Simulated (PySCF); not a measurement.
We consider rock-salt KF, described by PBE (GTH pseudopotentials, Gaussian basis, DZ basis; PySCF).

The same calculation (at the measured cell, 19.077 Å³/atom) with different numerical settings:

```csv
run,k mesh,gap on the mesh (eV),total energy (eV/atom)
1,2×2×2,6.105,-715.7944
2,3×3×3,6.137,-715.8063
3,4×4×4,6.138,-715.8065
```

In the column total energy (eV/atom) the first row differs from the last by +0.0121 and the next to last by +0.0002.

The last row is no converged limit: other settings stay fixed.
